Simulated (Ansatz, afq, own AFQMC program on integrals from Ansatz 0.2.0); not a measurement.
TaCl, septet in def2-TZVPP, levels against CCSDT(Q)

```yaml
atoms:
  - { symbol: Ta, position_ang: [0.0000, 0.0000, 0.0000] }
  - { symbol: Cl, position_ang: [0.0000, 0.0000, 2.8752] }
```

Basis def2-TZVPP with its core potentials. Noble-gas cores (and the filled d shells of Ga–Kr and In–Xe) are frozen. Ansatz 0.2.0 and our own AFQMC program on the same integrals; the CISD trial comes from CCSD amplitudes, and released means the phaseless constraint is let go. Free projection: walkers drawn from exp(T), propagated without any constraint. Its projection time is finite, and what remains of the start isn't in its error. ± is one standard error of the sampling. No spin–orbit coupling. The metal's outer-core s and p shells are frozen, which shifts wave-function levels against functionals.

Determinant: UHF, the one that the program's search chose, which needn't be the lowest solution. The geometry is a PBE0/def2-TZVP stationary point of this or a neighbouring charge and spin state.

No full CI on the walks' own integrals is used here; CCSDT(Q) serves as the reference and is uncertain by about the last step of the cluster series.

Cautions: no spin-orbit coupling; outer-core shells of the metal frozen; lower spins were not checked; the released energies are still falling, so no released level is given (meV from the phaseless value at times in 1/Eh: -20 ± 3 at 0.60, -40 ± 5 at 1.20, -47 ± 7 at 2.00, -42 ± 11 at 3.00, -101 ± 22 at 4.20), though the last usable value meets CCSDT(Q) within the noise.

```
T1 diagnostic                               : 0.0117
weight of the determinant in the CISD state : 0.886
⟨S²⟩ of the determinant                     : 12.016
size of the correlated space                : 12 electrons in 89 orbitals
```

Reference: CCSDT(Q), correlation energy -7.054 eV.

```tsv
level	E − E(reference) (kJ/mol)	share of correlation (%)
HF	680.6	0.00
MP2	110.2	83.80
CCSD	26.8	96.07
CCSD(T)	4.2	99.39
CCSDT	0.8	99.88
ph-AFQMC/HF	29.3 ± 2.7	95.69
ph-AFQMC/CISD	5.3 ± 0.5	99.23
free AFQMC	0.6 ± 0.5	99.91
```

Free projections are given only where their last times agree within the noise and don't stop above the reference; a slow remainder of the start can still hide under it. A walk keeps the symmetry of its determinant, which the program's search chose and which needn't be the lowest solution, so a lower state of the same spin and another symmetry isn't excluded.
